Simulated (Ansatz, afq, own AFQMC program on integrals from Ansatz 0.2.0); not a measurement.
**Where AFQMC and coupled cluster stand for Ge2H4, singlet**

```xyz
6

Ge   -0.0485    0.0000    1.1324
Ge    0.0485    0.0000   -1.1324
H     0.4756   -1.2575    1.8492
H     0.4756    1.2575    1.8492
H    -0.4756   -1.2575   -1.8492
H    -0.4756    1.2575   -1.8492
```

Connectivity, by distances: GeH2–GeH2.

Basis cc-pVDZ. Only valence electrons are correlated. AFQMC by an in-house program on the Cholesky factors that Ansatz 0.2.0 writes for its CCSD(T) run. The CISD trial takes its coefficients from CCSD amplitudes. Released means that phaseless walkers are propagated on without the constraint, phases kept. ± is one standard error of the sampling. No spin–orbit coupling.

Determinant: RHF, the one that the program's search chose, which needn't be the lowest solution. The geometry is a PBE0/def2-TZVP stationary point of this or a neighbouring charge and spin state.

No full CI on the walks' own integrals is used here; CCSDT(Q) serves as the reference and is uncertain by about the last step of the cluster series.

Cautions: no relativity below Rb; no spin-orbit coupling; inner d shell frozen; higher spins were not checked; restricted determinant unstable towards unrestricted (UHF 292 meV lower, ⟨S²⟩ 0.61); the released energies move by 1.5 errors or more from one time to the next, so no released level is given (meV from the phaseless value at times in 1/Eh: -9 ± 18 at 0.24, -25 ± 17 at 0.50, -9 ± 13 at 1.00, -37 ± 11 at 1.50), though the last usable value meets CCSDT(Q) within the noise; the ph-AFQMC/CISD walk drifts between its halves (2.1 errors).

The T1 diagnostic is 0.0183. The weight of the determinant in the CISD state is 0.837 and the size of the correlated space is 12 electrons in 46 orbitals.

Reference: CCSDT(Q), correlation energy -6.651 eV.

```tsv
level	E − E(reference) (kJ/mol)	share of correlation (%)
HF	641.8	0.00
MP2	138.9	78.36
CCSD	28.2	95.60
CCSD(T)	5.2	99.19
CCSDT	1.6	99.76
ph-AFQMC/HF	3.5 ± 5.2	99.46
ph-AFQMC/CISD	2.3 ± 1.7	99.64
```

A walk keeps the symmetry of its determinant, which the program's search chose and which needn't be the lowest solution, so a lower state of the same spin and another symmetry isn't excluded.
